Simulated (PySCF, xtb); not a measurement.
## CH6SSi: which of two conformers lies lower

Structure a is `C[SiH2]S`, a singlet and structure b is `C[SiH2]S`, a singlet. Both are isolated molecules in the gas phase, relaxed with BLYP-D3(BJ)/def2-SVP.

a (Å):

```xyz
9

C    -0.1661   -0.1206   -0.5874
S    -1.1569   -2.7000    1.1475
Si    0.4600   -1.2838    0.7650
H    -1.0804    0.4117   -0.2571
H    -0.4046   -0.6834   -1.5119
H     0.6070    0.6364   -0.8312
H     1.7010   -2.0019    0.3162
H     0.8016   -0.5151    2.0099
H    -0.4776   -3.3976    2.1034
```

b (Å):

| atom | x (Å) | y (Å) | z (Å) |
| --- | --- | --- | --- |
| C | -0.3704 | 0.0074 | -1.0488 |
| S | -0.9191 | -1.6446 | 1.8574 |
| Si | 0.3485 | -0.3222 | 0.6713 |
| H | -0.4368 | -0.9320 | -1.6344 |
| H | 0.2724 | 0.7171 | -1.6105 |
| H | -1.3883 | 0.4379 | -0.9700 |
| H | 0.4052 | 0.9357 | 1.4835 |
| H | 1.7346 | -0.8869 | 0.5423 |
| H | -0.7846 | -2.7093 | 1.0138 |

Energies in hartree; the thermal terms are from GFN2-xTB frequencies at re-optimised GFN2-xTB minima (ideal gas, soft modes damped towards free rotors, one conformer each, 298.15 K, 1 atm) and include the zero-point energy:

|  | a | b |
| --- | --- | --- |
| E, CCSD(T)/def2-SVP | −728.058543 | −728.058751 |
| E, MP2/def2-SVP | −727.994811 | −727.995005 |
| E, MP2/def2-TZVPP | −728.388608 | −728.388889 |
| zero-point energy | 0.061492 | 0.061458 |
| H(298 K) − E | 0.068517 | 0.068547 |
| G(298 K) − E | 0.032316 | 0.032102 |

Q: Correct the CCSD(T) difference for the basis set by the MP2 change, then work out ΔE, ΔE₀, ΔH and ΔG for a → b in kJ/mol (1 Eh = 2625.50 kJ/mol) and the equilibrium ratio [b]/[a].

A: 1. Differences b − a: CCSD(T) −0.000208, MP2 in the small set −0.000194, MP2 in the large set −0.000281 Eh.
2. ΔE = −0.000208 + (−0.000281 − (−0.000194)) = −0.000295 Eh = −0.77 kJ/mol.
3. ΔE₀ = ΔE + ΔZPE = −0.000295 + (−0.000034) Eh = −0.86 kJ/mol.
4. ΔH = ΔE + (+0.000030) Eh = −0.70 kJ/mol.
5. ΔG = ΔE + (−0.000214) Eh = −1.34 kJ/mol, so ΔS = (ΔH − ΔG)/T = +2.1 J/(mol K).
6. kT = 0.9442 mEh, so K = [b]/[a] = exp(−ΔG/kT) = exp(+0.54) ≈ 1.7.

The two are too close for this level to say which is favoured. An error of 4 kJ/mol in ΔG would change K by a factor of 5. Mirror images and further conformers aren't counted.

Other levels gave ΔE = −1.2 (BLYP-D3(BJ)/def2-SVP); −0.1 (HF/def2-SVP); −0.5 (MP2/def2-SVP); −0.5 (CCSD(T)/def2-SVP) kJ/mol. The correlated steps freeze 11 core orbitals. Programs: PySCF 2.14.0, xtb 6.7.1.
